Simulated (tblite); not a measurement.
Species: C6H10.
SMILES: `C[C@@H]1C[C@H]2C[C@H]21`

Level: GFN2-xTB in tblite, geometry and Hessian alike; calculated harmonic values, unscaled, isolated species. Against measured fundamentals such values can be off by several per cent, at times by over 20.

Harmonic wavenumbers (cm⁻¹): 176.3, 223.3, 298.0, 416.5, 454.1, 713.6, 828.6, 859.0, 892.7, 920.1, 957.1, 968.1, 975.6, 1011.5, 1015.4, 1048.8, 1077.2, 1104.5, 1112.7, 1134.3, 1176.1, 1202.2, 1223.3, 1242.8, 1263.2, 1327.5, 1375.1, 1409.7, 1469.0, 1481.7, 1498.8, 1504.1, 2929.5, 2980.6, 3015.8, 3023.5, 3027.5, 3032.8, 3067.6, 3080.7, 3084.1, 3099.0.

A = 7553, B = 3132, C = 2687 MHz; mass 82.078 u (most abundant isotopes); point group C1, symmetry number 1.

Task: What is the zero-point energy?

Result: ½Σν̃ = 31351 cm⁻¹ = 89.64 kcal/mol.

Task: Entropy at 298.15 K, 1 bar (ideal gas, RRHO, classical rotation)?

Result: Translation 39.16, rotation 26.03, vibration 9.45: S = 74.6 cal/(mol K).

Task: And Cp and H(298.15 K) − H(0)?

Result: Cp = 24.06 cal/(mol K), of which vibrations give 16.11 (their classical limit is 42 R = 83.5); H(298.15 K) − H(0) = 4.19 kcal/mol without the zero-point energy, 1.82 from vibrations.

Task: What must be added to the electronic energy to get the Gibbs energy at 298.15 K and 1 bar?

Result: ZPE + [H(298.15 K) − H(0)] − T·S = 89.64 + 4.19 − 22.25 = 71.58 kcal/mol.

Task: How do the functions run with temperature in this model?

Result: 
```
 T (K)  S (cal/(mol K))  Cp (cal/(mol K))  H − H(0) (kcal/mol)  G − H(0) (kcal/mol)  ln q(vib)
    50             51.1               8.4                 0.40                -2.15       0.01
   100             57.7              10.9                 0.88                -4.88       0.14
373.15             80.8              30.9                 6.25               -23.89       2.52
   500             91.3              41.4                10.85               -34.81       4.16
   750            111.1              56.1                23.17               -60.15       7.87
  1000            128.6              65.6                38.45               -90.16      11.73
```

q(vib) and H(0) count from the zero-point level.

Hindered rotation and anharmonicity are outside this model. The structure is chiral; the term R ln 2 for an equal mix with its mirror image is left out.
